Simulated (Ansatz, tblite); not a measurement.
**The cluster NiO2−: a ladder of methods and basis sets**

Aim: run the doublet of the cluster NiO2− at one geometry on many levels, and compare frontier levels, spin and run time.

Program: Ansatz 0.2.0, Gaussian basis. Level of theory: as each input shows. These are calculated values, not measurements.

Plan: GFN1-xTB, GFN2-xTB, PBE-D4/def2-TZVPD, r2SCAN-D4/def2-TZVPD, HF/def2-TZVPD, ωB97M-V/def2-TZVPD, r2SCAN0-D4/def2-TZVPD, ωB97X-V/def2-TZVPD, r2SCANh-D4/def2-TZVPD, PBE-D4/def2-SVPD, PBE0-D4/def2-SVPD, HF/6-31G, B3LYP-D4/6-31G, CCSD(T)/def2-TZVPPD, MP2/def2-TZVPD, RPA/def2-TZVPD.

## Step 1: The geometry

The doublet was relaxed beforehand with PBE0-D4/def2-TZVPD. At that level it is the lowest of the isomers that a small search found.

3 atoms, charge -1, spin multiplicity 2.

Bond lengths: Ni1–O2 1.636 Å, Ni1–O3 1.724 Å. Angles: O2–Ni1–O3 180.0°.

Geometry (Å):

```xyz
3

Ni   -0.0258   -0.0139    0.0004
O    -1.4659   -0.7906    0.0240
O     1.4917    0.8045   -0.0244
```

No spin-orbit coupling is included. The ion is computed in the gas phase, without counter-ions or solvent.

PBE0-D4/def2-TZVPD was run before; its log isn't repeated, and its numbers join the tables.

## Step 2: GFN1-xTB

Tight binding, by tblite at 300 K electronic temperature and without a spin-polarisation term:

```python
tblite.interface.Calculator('GFN1-xTB', numbers, positions, charge=-1, uhf=1).singlepoint()
```

Energy -370.9117 eV; 0.001 s.

## Step 3: GFN2-xTB

Tight binding, by tblite at 300 K electronic temperature and without a spin-polarisation term:

```python
tblite.interface.Calculator('GFN2-xTB', numbers, positions, charge=-1, uhf=1).singlepoint()
```

Energy -353.2314 eV; 0.002 s.

## Step 4: PBE-D4/def2-TZVPD

start.molden holds the orbitals of an earlier run on this state, given as this run's starting guess.

File in.yaml:

```yaml
crystal:
  periodic: [false, false, false]
  atoms:
    - {symbol: Ni, position_ang: [-0.025826, -0.013927, 0.000420]}
    - {symbol: O, position_ang: [-1.465854, -0.790581, 0.024000]}
    - {symbol: O, position_ang: [1.491681, 0.804508, -0.024411]}
basis:
  gaussian: {orbitals: def2-TZVPD, initial_orbitals: start.molden}
total_charge: -1
magnetization: {spin_polarized: true, initial_magnetization: 1}
hamiltonian: {xc: pbe, dispersion: d4}
scf: {omitted_lower_state_checks: [starts]}
output: {orbitals: {seedname: orbitals}}
```

On the command line:

```
$ ansatz run in.yaml --threads 4 --pin off --events-out ev --progress --plain --max-ram 3916MiB
```

Further steps of the session: r2SCAN-D4/def2-TZVPD; HF/def2-TZVPD; ωB97M-V/def2-TZVPD; r2SCAN0-D4/def2-TZVPD; ωB97X-V/def2-TZVPD; r2SCANh-D4/def2-TZVPD; PBE-D4/def2-SVPD; PBE0-D4/def2-SVPD; HF/6-31G; B3LYP-D4/6-31G; CCSD(T)/def2-TZVPPD; MP2/def2-TZVPD; RPA/def2-TZVPD.

**Question.** What will the summary of the whole plan be? Wanted: gap in def2-TZVPD, named functionals and Hartree-Fock, smallest and largest; correlation energy, CCSD(T)/def2-TZVPPD; correlation energy, MP2/def2-TZVPD; ⟨S²⟩ in def2-TZVPD, named functionals and Hartree-Fock, smallest and largest; PBE0 total energy, smallest basis above largest.

As calculated:

```
                                                                    quantity                             value
 gap in def2-TZVPD, named functionals and Hartree-Fock, smallest and largest    0.12 eV (PBE-D4), 8.88 eV (HF)
                                     correlation energy, CCSD(T)/def2-TZVPPD                         -33.41 eV
                                          correlation energy, MP2/def2-TZVPD                         -28.58 eV
⟨S²⟩ in def2-TZVPD, named functionals and Hartree-Fock, smallest and largest                      0.891, 1.751
                             PBE0 total energy, smallest basis above largest  10.45 eV (def2-SVPD, def2-TZVPD)
```

In words: Orbital gaps of the named functionals and Hartree-Fock in def2-TZVPD span 0.12 eV (PBE-D4) to 8.88 eV (HF); exact exchange widens it. Over the named functionals and Hartree-Fock in def2-TZVPD spin contamination reaches 1.00 (HF), so some levels may describe another state. PBE-D4 puts the HOMO above zero: the outermost electron is held by the basis alone. Notes on CCSD(T)/def2-TZVPPD: large T1 diagnostic, spin contamination.
